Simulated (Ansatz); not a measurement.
## Structure relaxation of YW3

Level of theory: DFT PBE, scalar-relativistic, plane waves, PAW in Ansatz. Cutoff 420 eV, Γ-centred k mesh, Gaussian smearing, no spin polarisation in the final step.

The start puts YW3 on the Cu3Au (L1_2) structure type (Pm-3m, No. 221), with Y in place of Au, W in place of Cu, at a guessed volume.

```
Y W
1.0
     4.18054    0.00000    0.00000
     0.00000    4.18054    0.00000
     0.00000    0.00000    4.18054
Y W
1 3
Cartesian
  0.0000 0.0000 0.0000
  0.0000 2.0903 2.0903
  2.0903 0.0000 2.0903
  2.0903 2.0903 0.0000
```

Steps on the 4×4×4 mesh (4 atoms). 4 of 5 steps are shown, and the free energy counts from the last. Trial steps that were taken back and renewals of the plane-wave basis can be among the rows.

```
step  ΔF (meV/atom) V (Å³/atom) P (GPa)
   1            5.7        18.27     4.27
   2           48.7        20.08   -10.60
   3            0.2        18.75    -0.45
   5            0.0        18.70    -0.02
```

A final relaxation ran on a 12×12×12 mesh. The relaxed crystal, Pm-3m (No. 221):

```cif
data_structure
_symmetry_space_group_name_H-M 'Pm-3m'
_symmetry_Int_Tables_number 221
_cell_length_a 4.2205
_cell_length_b 4.2205
_cell_length_c 4.2205
_cell_angle_alpha 90.000
_cell_angle_beta 90.000
_cell_angle_gamma 90.000
_cell_volume 75.18
loop_
_atom_site_label
_atom_site_type_symbol
_atom_site_symmetry_multiplicity
_atom_site_Wyckoff_symbol
_atom_site_fract_x
_atom_site_fract_y
_atom_site_fract_z
_atom_site_occupancy
Y1 Y 1 a 0.00000 0.00000 0.00000 1
W1 W 3 c 0.00000 0.50000 0.50000 1
```

| Property | Result |
| --- | --- |
| Volume per atom | 18.79 Å³ |
| Density | 14.15 g/cm³ |
| Energy over the elements | 0.95 eV/atom |
| Gap on the 12×12×12 mesh | 0 eV (a metal) |

Formation energies are uncorrected and refer to the elements' standard structures at the same level.

The final run used a 12×12×12 mesh on its 4-atom cell and 0.10 eV smearing. The k mesh leaves about 4 meV/atom of noise in metals. Spin–orbit coupling is left out.

A structure relaxed within its symmetry needn't be a true minimum.

Cost: 3 runs of about 0.72 core-minutes in all, on Arm Neoverse V2 (shared hosts).